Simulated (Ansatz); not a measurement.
Harmonic vibrations of the cluster Si₂Cl by finite differences.

```yaml
crystal:
  periodic: [false, false, false]
  atoms:
    - {symbol: Si, position_ang: [-0.002219, 0.005642, -0.031449]}
    - {symbol: Si, position_ang: [0.121197, -0.377397, 2.066902]}
    - {symbol: Cl, position_ang: [-0.118978, 0.371756, -2.035453]}
basis:
  gaussian: {orbitals: def2-TZVP}
magnetization: {spin_polarized: true, initial_magnetization: 1}
hamiltonian: {xc: r2scan, dispersion: d4}
scf: {omitted_lower_state_checks: [starts]}
phonons: {temperatures: {t_min: 298.15, t_max: 900, t_step: 200}}
```

```sh
$ ansatz run in.yaml --threads 4 --pin off --events-out ev --progress --plain --max-ram 3916MiB
```

Shortened log:

```
Functional definition: r2SCAN
mean field -28274.24634817 eV, -1039.0593883226 hartree, gradient 2.1e-10 eV, S^2 0.763668; 1 other end points of the search recorded, 0 dependent functions left out
mean field -28274.24634987 eV, -1039.0593883851 hartree, gradient 3.5e-6 eV, S^2 0.763667; 0 other end points of the search recorded, 0 dependent functions left out
mean field -28274.24634991 eV, -1039.0593883866 hartree, gradient 2.4e-6 eV, S^2 0.763667; 0 other end points of the search recorded, 0 dependent functions left out
mean field -28274.24634537 eV, -1039.0593882197 hartree, gradient 1.7e-6 eV, S^2 0.763669; 0 other end points of the search recorded, 0 dependent functions left out
mean field -28274.24634220 eV, -1039.0593881034 hartree, gradient 2.9e-6 eV, S^2 0.763668; 0 other end points of the search recorded, 0 dependent functions left out
mean field -28274.24623627 eV, -1039.0593842106 hartree, gradient 7.3e-6 eV, S^2 0.763666; 0 other end points of the search recorded, 0 dependent functions left out
mean field -28274.24625144 eV, -1039.0593847681 hartree, gradient 7.6e-6 eV, S^2 0.763670; 0 other end points of the search recorded, 0 dependent functions left out
mean field -28274.24635134 eV, -1039.0593884394 hartree, gradient 6.4e-6 eV, S^2 0.763668; 0 other end points of the search recorded, 0 dependent functions left out
mean field -28274.24634721 eV, -1039.0593882874 hartree, gradient 2.3e-6 eV, S^2 0.763668; 0 other end points of the search recorded, 0 dependent functions left out
mean field -28274.24634373 eV, -1039.0593881595 hartree, gradient 6.2e-6 eV, S^2 0.763667; 0 other end points of the search recorded, 0 dependent functions left out
mean field -28274.24634873 eV, -1039.0593883432 hartree, gradient 1.2e-6 eV, S^2 0.763670; 0 other end points of the search recorded, 0 dependent functions left out
mean field -28274.24631280 eV, -1039.0593870231 hartree, gradient 1.0e-5 eV, S^2 0.763675; 0 other end points of the search recorded, 0 dependent functions left out
mean field -28274.24628282 eV, -1039.0593859210 hartree, gradient 4.7e-6 eV, S^2 0.763660; 0 other end points of the search recorded, 0 dependent functions left out
mean field -28274.24635020 eV, -1039.0593883974 hartree, gradient 4.8e-6 eV, S^2 0.763667; 0 other end points of the search recorded, 0 dependent functions left out
mean field -28274.24635130 eV, -1039.0593884379 hartree, gradient 2.0e-6 eV, S^2 0.763667; 0 other end points of the search recorded, 0 dependent functions left out
mean field -28274.24634712 eV, -1039.0593882842 hartree, gradient 3.9e-6 eV, S^2 0.763669; 0 other end points of the search recorded, 0 dependent functions left out
mean field -28274.24634522 eV, -1039.0593882144 hartree, gradient 1.9e-6 eV, S^2 0.763667; 0 other end points of the search recorded, 0 dependent functions left out
mean field -28274.24629255 eV, -1039.0593862787 hartree, gradient 2.0e-6 eV, S^2 0.763661; 0 other end points of the search recorded, 0 dependent functions left out
mean field -28274.24630139 eV, -1039.0593866037 hartree, gradient 6.0e-6 eV, S^2 0.763674; 0 other end points of the search recorded, 0 dependent functions left out
Total energy: -28274.26799859 eV, -1039.0601839611 hartree
Atom 0 at    -0.002219     0.005642    -0.031449 Å, force    -0.000005     0.000637    -0.003057 eV/Å
Atom 1 at     0.121197    -0.377397     2.066902 Å, force     0.000110    -0.000645     0.003324 eV/Å
Atom 2 at    -0.118978     0.371756    -2.035453 Å, force    -0.000105     0.000008    -0.000267 eV/Å
Dipole moment:    -0.005251     0.016599    -0.090484 e Å
Vibrations: 58.05 70.49 387.33 696.87 cm⁻¹, zero-point energy 0.075181 eV
Checks for a lower state left out: starts
```

Run time 3.9 min (4 threads of Arm Neoverse V1 on a shared host).

The relaxation made no stability test and no search for a lower SCF solution. The structure comes from a short search, and lower isomers may exist.
